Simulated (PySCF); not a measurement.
A made-up structure of MgSiH4O, singlet:

O1  (-0.692, -0.848, -0.071)
Mg2  (-1.788, -2.219, -0.190)
Si3  (0.912, 1.136, 0.119)
H4  (-2.901, -3.516, -0.379)
H5  (2.135, 0.971, -0.723)
H6  (1.397, 1.350, 1.515)
H7  (0.288, 2.425, -0.305)
(Å)

It is relaxed with PBE-D4/def2-SVP and then PBE0-D4/def2-TZVP (PySCF 2.14 with density fitting (its default auxiliary sets; JK sets also for MP2 and CCSD(T))). Atoms count as bonded within 1.22 times the sum of their covalent radii (H–H: 0.88 Å). The end point is not checked to be a true minimum.

Problem. Does its bonding change? (Judge from chemistry; the calculation decides.)

Solution. The calculation gives: Yes. Formed: O1–Si3; broken: none.

Where it ends: The first stage lowers the energy by 3.76 eV in 13 steps. It ends as MgSiH₄O ([MgH][O][SiH3]):
```csv
atom,x (Å),y (Å),z (Å)
O1,-0.3291,-0.4012,-0.0506
Mg2,-1.4560,-1.7914,-0.1877
Si3,0.6810,0.8476,0.0767
H4,-2.5156,-3.0984,-0.3165
H5,1.8943,0.6574,-0.7724
H6,1.1449,1.0337,1.4836
H7,0.0310,2.1217,-0.3516
```

Labels in which every atom is bracketed show which atoms are joined, not bond orders.

For scale, one of the runs: PBE0-D4/def2-TZVP relaxation, 124 basis functions, launched by `OMP_NUM_THREADS=2 python run.py`. Hardware: 2 CPU threads of an AMD EPYC 7B13, shared host. Wall time 39 s; peak host memory 1.2 GiB.
